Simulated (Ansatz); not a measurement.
Cost and result for the atomization energy of C2H2FNS (`FC1=NCS1`) (7 atoms, 7 bonds).

```xyz
7

F     0.930   -0.638    2.110
C     0.444   -0.313    0.945
N    -0.461    0.541    0.707
C    -0.413    0.310   -0.735
S     0.916   -0.973   -0.595
H    -1.337   -0.107   -1.134
H    -0.079    1.180   -1.298
```

The species carries charge 0 and has multiplicity 1. All single points use the PBE0-D4/def2-TZVP geometry. Program: Ansatz. All runs use 2 threads of an Arm Neoverse V1 on a shared host. Times are those of one run each, without the atoms' runs, and a repeat can differ threefold. Electronic energies, without spin–orbit coupling; frozen cores. CCSD(T)/CBS adds CCSD(T) − MP2 in def2-TZVPP to the MP2 limit, and its time is that of the two runs behind it. T1 = 0.014. B3LYP takes the VWN-RPA correlation (the form of Gaussian; ORCA's B3LYP/G).

CCSD(T)/CBS is a level of theory with its own doubt, some kJ/mol a heavy atom from the limit and from the frozen cores, so smaller differences don't rank the functionals.

| level | functions | wall time | atomization (kJ/mol) | difference from CCSD(T)/CBS | per bond |
| --- | --- | --- | --- | --- | --- |
| PBE-D4/def2-TZVPP (with forces) | 194 | 2.7 s | 2953.8 | 181.5 | 25.9 |
| BHLYP-D4/def2-TZVPP | 194 | 3 s | 2617.9 | -154.4 | -22.1 |
| CCSD(T)/def2-SVP | 84 | 3.4 s | 2583.3 | -189.0 | -27.0 |
| B3LYP-D4/def2-TZVPP (with forces) | 194 | 4.4 s | 2779.2 | 6.9 | 1.0 |
| r2SCAN-D4/def2-TZVPP (with forces) | 194 | 5.5 s | 2804.4 | 32.1 | 4.6 |
| r2SCANh-D4/def2-TZVPP | 194 | 6 s | 2767.0 | -5.3 | -0.8 |
| PBE-QIDH/def2-TZVPP | 194 | 6 s | 2775.1 | 2.8 | 0.4 |
| ωB97X-V/def2-TZVPP | 194 | 8.5 s | 2804.8 | 32.5 | 4.6 |
| B97M-V/def2-TZVPP | 194 | 10 s | 2804.1 | 31.8 | 4.5 |
| ωB97M-V/def2-TZVPP (with forces) | 194 | 12 s | 2806.5 | 34.2 | 4.9 |
| MP2/def2-QZVPP | 358 | 20 s | 2845.9 | 73.6 | 10.5 |
| CCSD(T)/def2-TZVPP | 194 | 86 s | 2676.2 | -96.1 | -13.7 |
| CCSD(T)/CBS(def2) | – | 110 s | 2772.3 | 0.0 | 0.0 |

The D4 term adds +24.8 kJ/mol with B3LYP and +12.6 kJ/mol with PBE0; it sums over pairs of atoms, weighted by their polarisabilities, and B3LYP, whose exchange is more repulsive, gets the larger term. From r2SCAN to r2SCAN0 (25 % exact exchange), in def2-TZVPP and without D4, the atomization energy moves by −91.7 kJ/mol: exact exchange takes away binding that semilocal exchange gives to molecules. In def2-TZVPP, CCSD(T) changes the Hartree–Fock value by +914.5 kJ/mol (the triples alone add +80.4 kJ/mol) and MP2 by +1027.3 kJ/mol; breaking electron pairs costs correlation energy, which Hartree–Fock lacks.
